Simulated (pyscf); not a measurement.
Structures and frequencies: ωB97X-D3(BJ)/def2-SVP in PySCF.

Problem. For H₃C–SnH₂–CH₃ (SMILES [CH3][SnH2][CH3]) + H• (SMILES [H]) -> H₃C–SnH₃ (SMILES [CH3][SnH3]) + CH₃• (SMILES [CH3]), a substitution at Sn (doublet surface; C–Sn broken, H–Sn formed), PBE/def2-TZVP gives ΔE‡ = 3.4 kJ/mol and ΔE = -24.2 kJ/mol (zero: the separated reactants). In which direction and how far do r²SCAN/def2-TZVP, M06-2X/def2-TZVP, ωB97M-D3(BJ)/def2-TZVP move these?

Solution. r²SCAN: ΔE‡ = -1.3 kJ/mol, ΔE = -44.3 kJ/mol; M06-2X: ΔE‡ = 39.0 kJ/mol, ΔE = -20.3 kJ/mol; ωB97M-D3(BJ): ΔE‡ = 38.2 kJ/mol, ΔE = -30.9 kJ/mol. PBE's barrier lies among them. Its reaction energy lies among theirs. At r²SCAN this geometry lies under the reactants; that is no barrier but a single point on another level's saddle; such a level's own saddle, if it has one, lies nearer that side and is low. Abstraction by the radical was not located in this set and often lies lower. This is the saddle that the search found; another between the same sides may lie lower. The angle at the attacked Sn is 178°. Elements past Kr carry the def2 core potentials, without spin-orbit coupling.
